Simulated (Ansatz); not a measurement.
A nudged elastic band was laid between two geometries of BClH2 + FH (6 atoms, charge 0, multiplicity 1).

Method: RKS B3LYP-D4/def2-SVP (Ansatz 0.2.0).

* movable images: 5
* climbing image: yes
* spring: 5.0 eV/Å²
* optimiser: quadratic models (default)
* start path: through a guess of the saddle point
* force threshold: 0.03 eV/Å
* iteration limit: 60
* end points: relaxed

Image 0:

```xyz
6
Properties=species:S:1:pos:R:3
B 0.000 0.133 0.124
Cl -0.011 0.580 1.864
H 1.057 0.183 -0.437
H -1.060 0.113 -0.432
F 0.069 -1.947 0.519
H 0.065 -1.792 1.443
```

Image 6:

```xyz
6
Properties=species:S:1:pos:R:3
B 0.014 -0.341 -0.449
Cl 0.007 0.068 2.556
H 1.063 0.229 -0.615
H -1.070 0.159 -0.611
F 0.057 -1.636 -0.152
H 0.048 -1.207 2.351
```

(1) What changes between the two ends?

(2) Give the energies along the band, and the barrier.

(3) What is the geometry of the highest image?

(4) What are the harmonic wavenumbers there?

Results:

(1) Bonds broken: B1–Cl2, F5–H6. Bonds formed: B1–F5, Cl2–H6. BClH2 + FH becomes BFH2 + ClH.

(2) The run converged. The highest image is number 2 of 0 to 6, 7.4 kcal/mol above the first end and 21.2 kcal/mol above the last; the last end lies 13.8 kcal/mol below the first. A vibrational analysis at the climbing image gives one clearly imaginary mode, 892i cm⁻¹: a first-order saddle point. The orbitals stay closed-shell, which can raise the energy where a bond breaks towards radicals; this wasn't checked here.

```csv
image,path coordinate (Å),energy (kcal/mol),B1–Cl2 (Å),F5–H6 (Å),B1–F5 (Å)
0,0.00,0.0,1.80,0.94,2.12
1,0.41,1.6,1.87,0.97,1.79
2,0.83,7.4,2.05,1.18,1.55
3,1.17,-1.6,2.27,1.54,1.41
4,1.51,-10.3,2.58,1.89,1.35
5,1.86,-13.3,2.86,2.21,1.34
6,2.20,-13.8,3.03,2.54,1.33
```

(3) 
```xyz
6
Properties=species:S:1:pos:R:3
B 0.012 -0.206 0.020
Cl 0.004 0.210 2.023
H 1.061 0.147 -0.434
H -1.060 0.080 -0.430
F 0.058 -1.703 0.406
H 0.046 -1.257 1.495
```

(4) 892i, 479, 541, 710, 778, 844, 930, 1165, 1233, 1604, 2623, 2756 cm⁻¹.

The run took 32 s on 1 thread of AMD EPYC 9B45 (Zen 5) (shared host), peak memory 0.13 GiB.
